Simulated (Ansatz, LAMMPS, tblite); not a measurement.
# Ladder of methods for the volume per atom of wurtzite GaN

Reference value: 11.42 Å³/atom (measured, 300 K, no zero-point or thermal correction; as tabulated in Wikipedia's data pages).

```json
[
 {"level (code)": "ionic model zapol1997 (shell model, LAMMPS)", "value (Å³/atom)": "11.63", "difference (%)": "+1.8"},
 {"level (code)": "GFN2-xTB (tblite)", "value (Å³/atom)": "10.93", "difference (%)": "-4.3"},
 {"level (code)": "LDA (Ansatz)", "value (Å³/atom)": "11.05", "difference (%)": "-3.2"},
 {"level (code)": "PBE (Ansatz)", "value (Å³/atom)": "11.76", "difference (%)": "+3.0"},
 {"level (code)": "PBE-D4 (Ansatz)", "value (Å³/atom)": "11.40", "difference (%)": "-0.2"},
 {"level (code)": "r²SCAN+rVV10 (Ansatz)", "value (Å³/atom)": "11.30", "difference (%)": "-1.1"},
 {"level (code)": "HSE06 (Ansatz)", "value (Å³/atom)": "11.37", "difference (%)": "-0.4"}
]
```

The reference is not for a static lattice or low temperature, so close values are not ranked against it.

The measured value isn't corrected to a static lattice, so vibrations enter the comparison. A static lattice is as a rule a little smaller than the measured one.  GFN2-xTB: the method was fitted mainly to molecules. GFN2-xTB: the run uses a supercell at the zone centre in place of a k mesh. Cutoffs and k meshes differ between the levels. Ansatz's density-functional and Hartree–Fock values are scalar-relativistic unless marked +SOC, with PAW data made under PBE.

Empirical potentials (ionic model zapol1997) are fitted to chosen data: where that held the value shown, agreement is built in, and what lay outside the fit can be far off.

Differences are worked out from the printed values.

Ansatz is an electronic-structure program.
